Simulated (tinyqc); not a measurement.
Worked calculation: UKS/LDA (VWN5) in the sto-3g basis, for H2O+, spin multiplicity 2. One step of it, computed by the program tinyqc.

Question. Iteration 1: diagonalisation and new density. Diagonalise F' = X^T F X, C = X C', fill 5 alpha and 4 beta electrons from the bottom; D(s) = C_occ C_occ^T. Each column has its largest component positive (the first on a tie).

F(alpha) (hartree), order 1O 1s, 1O 2s, 1O 2px, 1O 2py, 1O 2pz, 2H 1s, 3H 1s:
```
[[-17.868051, -4.677766, 0.000000, 0.000000, -0.006708, -0.412714, -0.412714],
 [-4.677766, -1.870765, 0.000000, 0.000000, -0.103653, -0.393931, -0.393931],
 [0.000000, 0.000000, -0.104608, 0.000000, 0.000000, 0.000000, 0.000000],
 [0.000000, 0.000000, 0.000000, -0.084879, 0.000000, -0.201167, 0.201167],
 [-0.006708, -0.103653, 0.000000, 0.000000, -0.051292, -0.143302, -0.143302],
 [-0.412714, -0.393931, 0.000000, -0.201167, -0.143302, -0.512130, -0.084902],
 [-0.412714, -0.393931, 0.000000, 0.201167, -0.143302, -0.084902, -0.512130]]
```

F(beta) (hartree), order 1O 1s, 1O 2s, 1O 2px, 1O 2py, 1O 2pz, 2H 1s, 3H 1s:
```
[[-17.851218, -4.665620, 0.000000, 0.000000, -0.006750, -0.411719, -0.411719],
 [-4.665620, -1.811123, 0.000000, 0.000000, -0.104214, -0.386088, -0.386088],
 [0.000000, 0.000000, 0.010656, 0.000000, 0.000000, 0.000000, 0.000000],
 [0.000000, 0.000000, 0.000000, -0.052128, 0.000000, -0.198050, 0.198050],
 [-0.006750, -0.104214, 0.000000, 0.000000, -0.019924, -0.141331, -0.141331],
 [-0.411719, -0.386088, 0.000000, -0.198050, -0.141331, -0.508259, -0.083836],
 [-0.411719, -0.386088, 0.000000, 0.198050, -0.141331, -0.083836, -0.508259]]
```

X, order 1O 1s, 1O 2s, 1O 2px, 1O 2py, 1O 2pz, 2H 1s, 3H 1s:
```
[[1.022764, -0.128993, 0.000000, 0.000000, -0.003115, 0.013449, 0.013449],
 [-0.128993, 1.074714, 0.000000, 0.000000, 0.026198, -0.134752, -0.134752],
 [0.000000, 0.000000, 1.000000, 0.000000, 0.000000, 0.000000, 0.000000],
 [0.000000, 0.000000, 0.000000, 1.035504, 0.000000, -0.114160, 0.114160],
 [-0.003115, 0.026198, 0.000000, 0.000000, 1.012999, -0.067147, -0.067147],
 [0.013449, -0.134752, 0.000000, -0.114160, -0.067147, 1.050858, -0.023158],
 [0.013449, -0.134752, 0.000000, 0.114160, -0.067147, -0.023158, 1.050858]]
```

Give: F' = X^T F X; orbital energies; coefficients C; F' = X^T F X; orbital energies; coefficients C; D(alpha) after iteration 1; D(beta) after iteration 1.

Answer.

F' = X^T F X (alpha) (hartree):
```
[[-17.5079, -2.5103, 0.0000, 0.0000, -0.0105, -0.0138, -0.0138],
 [-2.5103, -0.9871, 0.0000, 0.0000, -0.0608, -0.1561, -0.1561],
 [0.0000, 0.0000, -0.1046, 0.0000, 0.0000, 0.0000, 0.0000],
 [0.0000, 0.0000, 0.0000, -0.0070, 0.0000, -0.1666, 0.1666],
 [-0.0105, -0.0608, 0.0000, 0.0000, -0.0228, -0.1035, -0.1035],
 [-0.0138, -0.1561, 0.0000, -0.1666, -0.1035, -0.4183, -0.0220],
 [-0.0138, -0.1561, 0.0000, 0.1666, -0.1035, -0.0220, -0.4183]]
```

orbital energies (alpha) (hartree): [-17.8811, -0.7823, -0.5073, -0.3182, -0.1046, 0.0236, 0.1039]

coefficients C (alpha), order 1O 1s, 1O 2s, 1O 2px, 1O 2py, 1O 2pz, 2H 1s, 3H 1s:
```
[[0.9927, -0.2134, 0.0000, -0.1783, 0.0000, -0.0135, 0.0000],
 [0.0299, 0.7586, 0.0000, 0.7887, 0.0000, 0.1015, 0.0000],
 [0.0000, 0.0000, 0.0000, 0.0000, 1.0000, 0.0000, 0.0000],
 [0.0000, 0.0000, 0.2951, 0.0000, 0.0000, 0.0000, 1.0056],
 [0.0016, 0.1412, 0.0000, -0.1709, 0.0000, 0.9933, 0.0000],
 [-0.0044, 0.2994, 0.6385, -0.6142, 0.0000, -0.2898, -0.4268],
 [-0.0044, 0.2994, -0.6385, -0.6142, 0.0000, -0.2898, 0.4268]]
```

F' = X^T F X (beta) (hartree):
```
[[-17.4925, -2.5070, 0.0000, 0.0000, -0.0104, -0.0142, -0.0142],
 [-2.5070, -0.9256, 0.0000, 0.0000, -0.0606, -0.1562, -0.1562],
 [0.0000, 0.0000, 0.0107, 0.0000, 0.0000, 0.0000, 0.0000],
 [0.0000, 0.0000, 0.0000, 0.0267, 0.0000, -0.1672, 0.1672],
 [-0.0104, -0.0606, 0.0000, 0.0000, 0.0089, -0.1037, -0.1037],
 [-0.0142, -0.1562, 0.0000, -0.1672, -0.1037, -0.4157, -0.0219],
 [-0.0142, -0.1562, 0.0000, 0.1672, -0.1037, -0.0219, -0.4157]]
```

orbital energies (beta) (hartree): [-17.8637, -0.7441, -0.5000, -0.2917, 0.0107, 0.0528, 0.1329]

coefficients C (beta), order 1O 1s, 1O 2s, 1O 2px, 1O 2py, 1O 2pz, 2H 1s, 3H 1s:
```
[[0.9929, -0.2022, 0.0000, -0.1902, 0.0000, -0.0118, 0.0000],
 [0.0293, 0.7110, 0.0000, 0.8329, 0.0000, 0.0926, 0.0000],
 [0.0000, 0.0000, 0.0000, 0.0000, 1.0000, 0.0000, 0.0000],
 [0.0000, 0.0000, 0.2769, 0.0000, 0.0000, 0.0000, 1.0108],
 [0.0016, 0.1435, 0.0000, -0.1455, 0.0000, 0.9970, 0.0000],
 [-0.0043, 0.3366, 0.6460, -0.6007, 0.0000, -0.2771, -0.4152],
 [-0.0043, 0.3366, -0.6460, -0.6007, 0.0000, -0.2771, 0.4152]]
```

D(alpha) after iteration 1, order 1O 1s, 1O 2s, 1O 2px, 1O 2py, 1O 2pz, 2H 1s, 3H 1s:
```
[[1.0629, -0.2729, 0.0000, 0.0000, 0.0019, 0.0412, 0.0412],
 [-0.2729, 1.1984, 0.0000, 0.0000, -0.0276, -0.2574, -0.2574],
 [0.0000, 0.0000, 1.0000, 0.0000, 0.0000, 0.0000, 0.0000],
 [0.0000, 0.0000, 0.0000, 0.0871, 0.0000, 0.1884, -0.1884],
 [0.0019, -0.0276, 0.0000, 0.0000, 0.0492, 0.1473, 0.1473],
 [0.0412, -0.2574, 0.0000, 0.1884, 0.1473, 0.8746, 0.0593],
 [0.0412, -0.2574, 0.0000, -0.1884, 0.1473, 0.0593, 0.8746]]
```

D(beta) after iteration 1, order 1O 1s, 1O 2s, 1O 2px, 1O 2py, 1O 2pz, 2H 1s, 3H 1s:
```
[[1.0629, -0.2732, 0.0000, 0.0000, 0.0002, 0.0419, 0.0419],
 [-0.2732, 1.2001, 0.0000, 0.0000, -0.0191, -0.2611, -0.2611],
 [0.0000, 0.0000, 0.0000, 0.0000, 0.0000, 0.0000, 0.0000],
 [0.0000, 0.0000, 0.0000, 0.0767, 0.0000, 0.1789, -0.1789],
 [0.0002, -0.0191, 0.0000, 0.0000, 0.0418, 0.1357, 0.1357],
 [0.0419, -0.2611, 0.0000, 0.1789, 0.1357, 0.8915, 0.0567],
 [0.0419, -0.2611, 0.0000, -0.1789, 0.1357, 0.0567, 0.8915]]
```
